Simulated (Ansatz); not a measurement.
Molecule (SMILES): [F][Al][F], doublet.
Atoms: Al1, F2, F3. Bonds: Al1-F2, Al1-F3.

Basis-set convergence of the lowest harmonic wavenumber at HF with Ansatz (a program for electronic structure). Each level at its own minimum, finite differences of forces, unscaled; the reference is a large set that could be run, not a limit. Cartesian d functions, on some or all atoms, in 6-31G**, 6-31+G*, 6-311G**, 6-311+G**; all else is spherical. The program fits the integrals of some runs and decomposes those of others, by size. Open shells are unrestricted. No added dispersion term, no relativity. Reference: the value in aug-pcseg-2, 269 cm⁻¹, itself unsure by roughly 3 cm⁻¹ (its mean distance from aug-cc-pV(T+d)Z, def2-TZVPPD). Deviations are taken from unrounded values.

| basis | functions | lowest harmonic wavenumber (cm⁻¹) | minus reference (cm⁻¹) |
|---|---|---|---|
| STO-3G | 19 | 317 | 48 |
| 3-21G | 31 | 289 | 20 |
| def2-SVP | 46 | 267 | -2 |
| pcseg-1 | 46 | 266 | -2 |
| 6-31G** | 49 | 274 | 6 |
| 6-31+G* | 61 | 264 | -5 |
| 6-311G** | 63 | 266 | -3 |
| def2-SVPD | 70 | 258 | -11 |
| 6-311+G** | 75 | 258 | -11 |
| aug-cc-pV(D+d)Z | 78 | 266 | -3 |
| cc-pV(T+d)Z | 99 | 266 | -3 |
| def2-TZVP | 99 | 267 | -2 |
| def2-TZVPD | 123 | 265 | -4 |
| 6-311++G(3df,3pd) | 125 | 269 | 0 |
| def2-TZVPPD | 128 | 264 | -4 |
| aug-pcseg-2 | 142 | 269 | 0 |
| cc-pCVTZ | 145 | 266 | -3 |
| aug-cc-pV(T+d)Z | 147 | 267 | -2 |
